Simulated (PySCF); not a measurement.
Q: Give a PBE0-D3(BJ)/def2-SVP geometry of `ClC=C(Cl)Cl`.

A: 
```
atom  x, y, z in Å
Cl1    0.6088    0.7648   -1.9268
C2     0.2809   -0.2868   -0.6208
C3    -0.2466    0.1178    0.5418
Cl4   -0.6647    1.7424    0.8780
Cl5   -0.5420   -1.0133    1.8045
H6     0.5291   -1.3372   -0.7790
```

Orientation and origin are arbitrary. Atoms count from 1 in this order. The 5 heavy atoms lie in one plane (0.000 Å rms).

Bonds between heavy atoms (Å): Cl1–C2 1.708, C2=C3 1.339, C3–Cl4 1.711, C3–Cl5 1.721.

Theory: PBE0-D3(BJ)/def2-SVP geometry optimisation, gas phase (PySCF).

Point group: Cs (every atom within 0.08 Å of its image). No PBE0-D3(BJ)/def2-SVP frequencies stand behind this structure, so it isn't proved a minimum.

Hardware: Arm Neoverse V1, one thread, no GPU, shared host with 32 logical CPUs at a one-minute load of 26. Cost: 24 s, 0.38 GiB resident at most. These figures are those of the optimisation.
